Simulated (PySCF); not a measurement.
Gas-phase reaction: 2 CH₃SH + 5 CH₂ ⇌ CS₂ + 6 CH₃

Method: PySCF energies plus ideal-gas RRHO corrections (1 bar). † marks an energy on the PBE0/def2-TZVP geometry and frequencies; other levels use their own. 6-31G* has spherical d functions here. Open shells (unrestricted): CH₂ (multiplicity 3), CH₃ (multiplicity 2); the rest are closed-shell singlets. B3LYP is the form with VWN-RPA correlation.

```tsv
level	ΔH°(298 K), kJ
B3LYP/6-31G*	…
BLYP/def2-TZVP†	…
PBE0/def2-SVP†	-894
PBE0/def2-TZVP	…
r2SCAN/def2-TZVP†	-925
LDA/def2-TZVP†	-999
```

Some entries are withheld; supply them.


- B3LYP/6-31G*, ΔH°(298 K), kJ: -961
- BLYP/def2-TZVP†, ΔH°(298 K), kJ: -996
- PBE0/def2-TZVP, ΔH°(298 K), kJ: -903
